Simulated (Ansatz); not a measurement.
# C₂H₃B (SMILES BC#C): a rigid scan of the bond length C2–C3

The task here is to estimate one member of a computed series from the others.

Computed with Ansatz 0.2.0, Gaussian basis. Level: single points in def2-TZVPP.

Levels: PBE-D4, r2SCAN-D4, PBE0-D4, B3LYP-D4, wB97M-V, Hartree-Fock, MP2, CCSD, CCSD(T). The scan takes 1.089, 1.113, 1.149, 1.190, 1.236, 1.286, 1.338, 1.394, 1.452 Å.

Cores are frozen in the correlated methods. B3LYP uses VWN-RPA correlation.

19 further runs of the same task are left out: 19 set aside as unsound or not needed.

**Where the work starts**

The minimum, relaxed at PBE0-D4: SMILES `BC#C`, 6 atoms, charge 0, spin multiplicity 1.

Atoms are counted from 1 here; the program's logs count them from 0.

Bond lengths: B1–C2 1.500 Å, B1–H4 1.193 Å, B1–H5 1.193 Å, C2–C3 1.210 Å, C3–H6 1.066 Å. Angles: C2–B1–H4 119.9°, C2–B1–H5 119.9°, H4–B1–H5 120.2°, B1–C2–C3 180.0°, C2–C3–H6 180.0°.

Coordinates:

```xyz
6

B    -0.83036    0.64726   -0.39430
C     0.27859   -0.22411    0.11794
C     1.17273   -0.92665    0.53048
H    -1.75622    0.15671   -0.96573
H    -0.78334    1.82824   -0.22856
H     1.96078   -1.54556    0.89397
```

Energies of the minimum (eV), from earlier single points: PBE-D4 -2793.58555, r2SCAN-D4 -2795.79849, PBE0-D4 -2793.92192, B3LYP-D4 -2798.17364, wB97M-V -2796.34056, CCSD(T) -2791.05681.

At the minimum the bond length C2–C3 is 1.210 Å.

Set-up of the first run:

Input file ccsdt-tzvpp/in.yaml:

```yaml
crystal:
  periodic: [false, false, false]
  atoms:
    - {symbol: B, position_ang: [-0.830357, 0.647263, -0.394296]}
    - {symbol: C, position_ang: [0.278595, -0.224107, 0.117940]}
    - {symbol: C, position_ang: [1.083556, -0.856582, 0.489336]}
    - {symbol: H, position_ang: [-1.756215, 0.156714, -0.965732]}
    - {symbol: H, position_ang: [-0.783338, 1.828242, -0.228565]}
    - {symbol: H, position_ang: [1.871606, -1.475496, 0.852828]}
basis:
  gaussian: {orbitals: def2-TZVPP}
correlation: {method: ccsd_t}
```

The command line of these runs was not kept.

Steps of the session up to this table: C2–C3 = 1.089 Å; C2–C3 = 1.113 Å; C2–C3 = 1.149 Å; C2–C3 = 1.190 Å; C2–C3 = 1.236 Å; C2–C3 = 1.286 Å; C2–C3 = 1.338 Å; C2–C3 = 1.394 Å; C2–C3 = 1.452 Å.

One table of the session follows, with a row left open; its other results are not shown here.

It belongs to the step «The curves». Energies less that of the minimum at the same level (kJ/mol):

| bond length (Å) | PBE-D4 | PBE0-D4 | B3LYP-D4 | wB97M-V | Hartree-Fock |
| --- | --- | --- | --- | --- | --- |
| 1.089 | 104.2 | 91.1 | 89.9 | 87.5 | 68.9 |
| 1.113 | 66.3 | 55.6 | 54.9 | 52.7 | 37.5 |
| 1.149 | 27.2 | 20.4 | 20.1 | 18.5 | 8.6 |
| 1.190 | 4.2 | 2.0 | 1.9 | 1.3 | -2.0 |
| 1.210 (minimum) | 0.0 | 0.0 | 0.0 | 0.0 | 0.0 |
| 1.236 | ? | ? | ? | ? | ? |
| 1.286 | 15.9 | 24.9 | 24.6 | 27.4 | 41.0 |
| 1.338 | 48.6 | 64.1 | 63.1 | 68.4 | 91.5 |
| 1.394 | 97.2 | 119.7 | 117.7 | 126.0 | 159.4 |
| 1.452 | 157.4 | 187.3 | 183.8 | 195.6 | 238.9 |

Q: Estimate the row for bond length (Å) = 1.236 from the others.

**Answer.** PBE-D4: 0.2; PBE0-D4: 3.3; B3LYP-D4: 3.2; wB97M-V: 4.1; Hartree-Fock: 8.7.
